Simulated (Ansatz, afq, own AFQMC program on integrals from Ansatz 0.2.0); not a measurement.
BGeH$_{6}$, doublet in cc-pVDZ, levels against CCSDT(Q)

```xyz
8

Ge   -0.4483    0.0000    0.0000
H    -0.9597    1.4466    0.0000
H    -0.9597   -0.7233    1.2528
H    -0.9597   -0.7233   -1.2528
H     1.2737    0.0000    0.0000
B     2.5847    0.0000    0.0000
H     3.0938    0.0000    1.0770
H     3.0938    0.0000   -1.0770
```

Basis cc-pVDZ. Only valence electrons are correlated. Integrals, coupled cluster, full CI and functionals: Ansatz 0.2.0; the random walks run on the same integrals in our own AFQMC program. The CISD trial takes its coefficients from CCSD amplitudes. Released means that phaseless walkers are propagated on without the constraint, phases kept. Uncertainties: one standard error, sampling alone. No spin–orbit coupling.

Determinant: UHF, the one that the program's search chose, which needn't be the lowest solution. The geometry is a point of a scan.

No full CI on the walks' own integrals is used here; CCSDT(Q) serves as the reference and is uncertain by about the last step of the cluster series.

Cautions: no relativity below Rb; no spin-orbit coupling; inner d shell frozen; the released energies are still falling, so no released level is given (meV from the phaseless value at times in 1/Eh: -1.9 ± 2.1 at 0.24, -4.9 ± 1.6 at 0.51, -5.3 ± 2.1 at 0.99, -6.6 ± 1.9 at 1.62, -12 ± 3 at 2.40).

```
T1 diagnostic                               : 0.0109
weight of the determinant in the CISD state : 0.875
⟨S²⟩ of the determinant                     : 0.765
size of the correlated space                : 13 electrons in 56 orbitals
```

Reference: CCSDT(Q), correlation energy -6.818 eV.

```json
{"level": "HF", "E − E(reference) (kJ/mol)": "657.8", "share of correlation (%)": "0.00"}
{"level": "MP2", "E − E(reference) (kJ/mol)": "146.0", "share of correlation (%)": "77.81"}
{"level": "CCSD", "E − E(reference) (kJ/mol)": "16.1", "share of correlation (%)": "97.56"}
{"level": "CCSD(T)", "E − E(reference) (kJ/mol)": "3.3", "share of correlation (%)": "99.50"}
{"level": "CCSDT", "E − E(reference) (kJ/mol)": "0.4", "share of correlation (%)": "99.94"}
{"level": "ph-AFQMC/CISD", "E − E(reference) (kJ/mol)": "0.6 ± 0.2", "share of correlation (%)": "99.91"}
```

A walk keeps the symmetry of its determinant, which the program's search chose and which needn't be the lowest solution, so a lower state of the same spin and another symmetry isn't excluded.
